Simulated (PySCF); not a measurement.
## Two-photon absorption: N-ethylformamide, C₃H₇NO

Cartesian coordinates in Å; atom numbers follow the order of the lines, from 1:
```xyz
12

C    -1.572   -0.423   -0.116
C    -0.455    0.601   -0.045
N     0.773    0.051    0.482
C     1.884   -0.139   -0.263
O     2.010    0.160   -1.428
H    -2.478    0.029   -0.527
H    -1.286   -1.261   -0.755
H    -1.816   -0.817    0.874
H    -0.213    0.976   -1.040
H    -0.758    1.457    0.566
H     0.789   -0.283    1.431
H     2.700   -0.604    0.322
```

Computed, not measured: PySCF, TDDFT CAM-B3LYP/def2-TZVPD excited states, vertical, gas phase. Geometry: PBE0-D3(BJ)/def2-TZVP.

**Question.** How strongly do the lowest singlets absorb one photon, and two photons of half the energy?

**Answer.** δ for parallel linear polarisation; σ at the peak of a Lorentzian of half width 0.1 eV, single beam; Ω is circular over linear.
```csv
state,E (eV),f,photon λ (nm),δ (au),σ (GM),Ω,main
S1,5.77,0.001,430,0.69,0.01,1.43,"HOMO−1→LUMO+4 0.47, HOMO−1→LUMO+3 0.23"
S2,6.51,0.008,381,23.3,0.36,1.08,HOMO→LUMO 0.79
S3,6.89,0.024,360,108,1.88,0.37,"HOMO−1→LUMO 0.61, HOMO−1→LUMO+1 0.14"
S4,7.33,0.160,338,56.7,1.12,0.47,"HOMO→LUMO+1 0.59, HOMO−1→LUMO 0.09"
S5,7.58,0.090,327,85.3,1.79,0.47,"HOMO→LUMO+3 0.32, HOMO→LUMO+2 0.23"
S6,7.67,0.067,323,10.5,0.23,1.42,"HOMO−1→LUMO+1 0.44, HOMO−1→LUMO+3 0.21"
```
